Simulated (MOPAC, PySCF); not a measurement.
Ligands exchanged one at a time, Al F-H. Gas-phase values, no solvent. Strings in code marks are SMILES.

Quantity: redistribution energy (mixed species minus the weighted end members), in eV. Semi-empirical values (MOPAC) are differences of heats of formation.

Level 1: B3LYP/6-31G* // B3LYP-D3(BJ)/def2-TZVP (PySCF)
Level 2: PBE/6-31G* // B3LYP-D3(BJ)/def2-TZVP (PySCF)
Level 3: SVWN5/6-31G* // B3LYP-D3(BJ)/def2-TZVP (PySCF)
Level 4: AM1 // B3LYP-D3(BJ)/def2-TZVP (MOPAC)

```
species                                level 1  level 2  level 3  level 4
-------------------------------------  -------  -------  -------  -------
2 of 3 F replaced by H: `[F][AlH2]`     -0.101   -0.106   -0.105   -0.181
1 of 3 F replaced by H: `[F][AlH][F]`   -0.170   -0.180   -0.188   -0.207
```
